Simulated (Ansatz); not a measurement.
# B3+ (quintet): from Hartree-Fock to the top rungs, def2-QZVPP

The task here is to estimate one member of a computed series from the others.

Computed with Ansatz 0.2.0, Gaussian basis. Level: def2-QZVPP, core rule «outside noble gas», up to 3 orbitals frozen.

Plan: UHF; ROHF; CCSD(T) on UHF.

## The geometry

The geometry is a PBE0/def2-TZVP stationary point (not a proven minimum) of the parent state, kept for this charge and spin.

3 atoms, charge 1, spin multiplicity 5.

Atoms are counted from 1 here; the program's logs count them from 0.

Bond lengths: B1–B2 1.522 Å, B2–B3 1.522 Å. Angles: B1–B2–B3 180.0°.

Geometry (Å):

```
B     0.00000    0.00000    1.52150
B     0.00000    0.00000    0.00000
B     0.00000    0.00000   -1.52150
```

The first run:

in.yaml reads:

```yaml
crystal:
  periodic: [false, false, false]
  atoms:
    - {symbol: B, position_ang: [0.000000, 0.000000, 1.521500]}
    - {symbol: B, position_ang: [0.000000, 0.000000, 0.000000]}
    - {symbol: B, position_ang: [0.000000, 0.000000, -1.521500]}
basis:
  gaussian: {orbitals: "def2-QZVPP.json"}
total_charge: 1
magnetization: {spin_polarized: true, initial_magnetization: 4}
hamiltonian: {xc: hf}
output: {orbitals: {seedname: orbitals}}
```

The run is started by

```bash
ansatz run in.yaml --threads 1 --pin off --events-out ev --progress --plain --max-ram 2393MiB
```

Among the steps run: UHF; ROHF; CCSD(T) on UHF.

One table of the session follows, with a row left open; its other results are not shown here.

```
  method  from UCCSD(T) (kJ/mol)
    ROHF                  +500.3
     UHF                  +491.9
    UMP2                   +95.4
   UCCSD                       ?
UCCSD(T)                       0
```

Estimate the missing values for UCCSD.

**Answer.** from UCCSD(T) (kJ/mol): +25.5. In the column «from UCCSD(T) (kJ/mol)» it lies between UCCSD(T) (0) and UMP2 (+95.4).
